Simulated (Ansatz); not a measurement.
Reaction (SMILES): Cl[CH]Cl → Cl[CH-]Cl (an electron is taken up)
B3LYP-D3(BJ)/def2-TZVP geometries, fixed; electronic energies without zero-point terms; positive where energy is released.

How fast the adiabatic electron affinity converges with the basis for several methods (Ansatz, a first-principles code): deviation from each method's own reference, in eV. References: B3LYP 1.371 eV, the value in aug-pcseg-3; HF 0.151 eV, the value in aug-pcseg-3; MP2 1.395 eV, Hartree-Fock in aug-cc-pV(Q+d)Z plus the correlation part extrapolated as X^-3 from aug-cc-pV(T+d)Z and aug-cc-pV(Q+d)Z; PBE 1.259 eV, the value in aug-pcseg-3; r2SCAN 1.141 eV, the value in aug-pcseg-3. All functions are spherical. In correlated methods cores are frozen. Open shells are unrestricted. No added dispersion term, no relativity. 

```
basis            functions   B3LYP      HF     MP2     PBE  r2SCAN
---------------  ---------  ------  ------  ------  ------  ------
6-31G                   37   0.188   0.612  -0.359   0.126   0.337
def2-SV(P)              52  -0.653  -0.312  -1.169  -0.666  -0.476
pcseg-1                 55   0.036   0.245  -0.389  -0.001   0.123
def2-SVPD               82   0.066   0.125  -0.205   0.070   0.089
def2-TZVP              111  -0.153  -0.073  -0.327  -0.180  -0.108
def2-TZVPPD            156   0.000   0.013  -0.144  -0.005   0.010
def2-QZVPPD            254   0.000   0.005  -0.076  -0.002   0.001
aug-cc-pV(Q+d)Z        304   0.005   0.010  -0.038   0.004   0.006
```

Mean absolute deviation over def2-TZVP, def2-TZVPPD: HF 0.043, r2SCAN 0.059, B3LYP 0.076, PBE 0.092, MP2 0.236 eV.
